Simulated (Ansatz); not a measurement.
# CH₂Al (quartet): relaxing a cheap start

Where does this start of CH₂Al (quartet) end when it is relaxed?

The runs use Ansatz 0.2.0, Gaussian basis; UKS PBE0/def2-TZVP.

### 1 Where the work starts

4 atoms, charge 0, spin multiplicity 4.

Atoms are counted from 1 here; the program's logs count them from 0.

Bond lengths: Al1–C2 1.931 Å, Al1–H3 1.601 Å, C2–H4 1.086 Å. Angles: C2–Al1–H3 128.6°, Al1–C2–H4 178.1°.

The start was built by rule and, where that kept it together, relaxed with GFN2-xTB. Sticks and bond lists go by distance. 

### 2 The run

Contents of in.yaml:

```yaml
crystal:
  periodic: [false, false, false]
  atoms:
    - {symbol: Al, position_ang: [-0.609067, 0.092315, -0.002032]}
    - {symbol: C, position_ang: [1.282905, -0.294701, 0.003791]}
    - {symbol: H, position_ang: [-1.335990, 1.518294, 0.001962]}
    - {symbol: H, position_ang: [2.352894, -0.477784, 0.007259]}
basis:
  gaussian: {orbitals: def2-TZVP}
magnetization: {spin_polarized: true, initial_magnetization: 3}
hamiltonian: {xc: pbe0}
relax: {f_tol: 0.004, max_steps: 80}
```

Started as:

```console
$ ansatz run in.yaml --threads 1 --pin off --events-out ev --progress --plain --max-ram 1740MiB
```

What does the calculation give? Wanted: energy gained; shift from the start; total energy; dipole moment; ⟨S²⟩.

**Answer**, as computed:

| quantity | value |
| --- | --- |
| steps | 7 |
| energy gained | 0.108 eV |
| shift from the start (rms) | 0.229 Å |
| total energy | -7657.6037 eV |
| dipole moment | 0.38 D |
| ⟨S²⟩ | 3.759 |

The bonds of the start are those of the end. Al1–H3 went from 1.601 to 1.613 Å. No vibrations were run, so this is a stationary point, not a proven minimum, and this spin need not be the ground state's.
